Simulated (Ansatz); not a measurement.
# NH₃ (singlet): wB97M-V, B2PLYP over a scan of the distance N1–H4, 6-31G

Aim: run NH₃ (singlet) with these functionals over a scan of the distance N1–H4, and hold them against the top wave-function level at the same points.

Program: Ansatz 0.2.0, Gaussian basis. Level of theory: 6-31G, all electrons in the functionals, frozen cores in the correlation of double hybrids and RPA. These are calculated values, not measurements.

Plan: wB97M-V, B2PLYP, at 0.800 Å; 0.897 Å; 1.012 Å; 1.131 Å; 1.264 Å; 1.414 Å; 1.637 Å; 1.852 Å; 2.233 Å; 2.771 Å; 3.515 Å.

15 further runs of the same task are left out: 2 for a known fault of the program, 10 that didn't finish, 3 set aside as unsound or not needed.

### Step 1. What is computed

The geometry derives from a PBE0/def2-TZVP stationary point (not a proven minimum). One bond is set to the value named and the two fragments are kept rigid.

4 atoms, charge 0, spin multiplicity 1.

Atoms are counted from 1 here; the program's logs count them from 0.

Bond lengths: N1–H2 1.012 Å, N1–H3 1.012 Å, N1–H4 1.012 Å. Angles: H2–N1–H3 107.1°, H2–N1–H4 107.1°, H3–N1–H4 107.1°.

No dispersion term is added; wB97M-V holds VV10 nonlocal correlation.

The geometry shown and the zero of energy belong to the point 1.012 Å. The yardstick, FCI, and other wave-function levels (R restricted, U unrestricted, valence and pair active spaces) come from earlier runs.

### Step 2. wB97M-V, 0.800 Å

File in.yaml:

```yaml
crystal:
  periodic: [false, false, false]
  atoms:
    - {symbol: N, position_ang: [-0.005380, -0.010256, -0.062033]}
    - {symbol: H, position_ang: [0.932806, 0.002769, 0.318379]}
    - {symbol: H, position_ang: [-0.488328, 0.798024, 0.310150]}
    - {symbol: H, position_ang: [-0.369712, -0.658266, 0.233510]}
basis:
  gaussian: {orbitals: 6-31G}
hamiltonian: {xc: {name: wB97M-V}}
output: {forces: true, orbitals: {seedname: orbitals}}
```

On the command line:

```bash
$ ansatz run in.yaml --threads 1 --pin off --events-out ev --progress --plain --max-ram 2393MiB
```

The runs that follow: wB97M-V, 0.897 Å; wB97M-V, 1.012 Å; wB97M-V, 1.131 Å; wB97M-V, 1.264 Å; wB97M-V, 1.414 Å; wB97M-V, 1.637 Å; wB97M-V, 1.852 Å; wB97M-V, 2.233 Å; wB97M-V, 2.771 Å; wB97M-V, 3.515 Å; B2PLYP, 0.800 Å; B2PLYP, 0.897 Å; B2PLYP, 1.012 Å; B2PLYP, 1.131 Å; B2PLYP, 1.264 Å; B2PLYP, 1.414 Å; B2PLYP, 1.637 Å; B2PLYP, 1.852 Å; B2PLYP, 2.233 Å; B2PLYP, 2.771 Å; B2PLYP, 3.515 Å.

**Question.** What will the summary of the whole plan be? Wanted: span of the FCI curve; largest miss, wB97M-V; largest miss, B2PLYP.

**Answer**, as computed:

| quantity | value |
| --- | --- |
| span of the FCI curve | 100.0 kcal/mol |
| largest miss, wB97M-V | +16.4 kcal/mol (2.233 Å) |
| largest miss, B2PLYP | +13.8 kcal/mol (1.852 Å) |

Of the functionals, B2PLYP keep the smallest largest miss at the points compared (at most 13.8 kcal/mol) and wB97M-V strays most (16.4 kcal/mol, at 2.233 Å). wB97M-V, B2PLYP clearly break the spin symmetry at some points (⟨S²⟩ up to 1.00 above the pure value), so energy there is bought with a mixed spin. Functionals and the yardstick converge differently with the basis, so part of each miss in 6-31G is the basis.
